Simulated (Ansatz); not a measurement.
Computed with Ansatz on PBE0-D4/def2-TZVP structures; ΔE is electronic, products minus reactants. CBS: MP2 limit from def2 TZ/QZ plus the TZ coupled-cluster correction, frozen cores. This one scheme is used for every species. Functionals use def2-TZVPP. B3LYP here is the variant with VWN-RPA as its local correlation; programs differ in this. One conformer a species, not always the lowest.

Reaction (formal loss of a carbene): `CC(F)CCl` → `CCCl` + `[CH]F`

```tsv
level	ΔE (eV)
B3LYP-D4	3.96
r2SCAN	4.19
PBE0	4.16
CCSD/CBS(def2)	3.97
```

**Question.** What does CCSD(T)/CBS give? (Best estimate.)

**Answer.** The calculation gave: +4.00 eV. The listed levels differ from it by -0.04, 0.19, 0.16, -0.03 eV.

Largest T1 diagnostic among the species: 0.018.

From PBE to PBE0 (25 % exact exchange), in def2-TZVPP and without D4, ΔE moves by +0.11 eV. The D4 term adds +0.12 eV with B3LYP and +0.07 eV with PBE0; it sums over pairs of atoms, weighted by their polarisabilities, and B3LYP, whose exchange is more repulsive, gets the larger term. In def2-TZVPP, CCSD(T) changes the Hartree–Fock value by +0.44 eV (the triples alone add +0.03 eV) and MP2 by +0.72 eV.
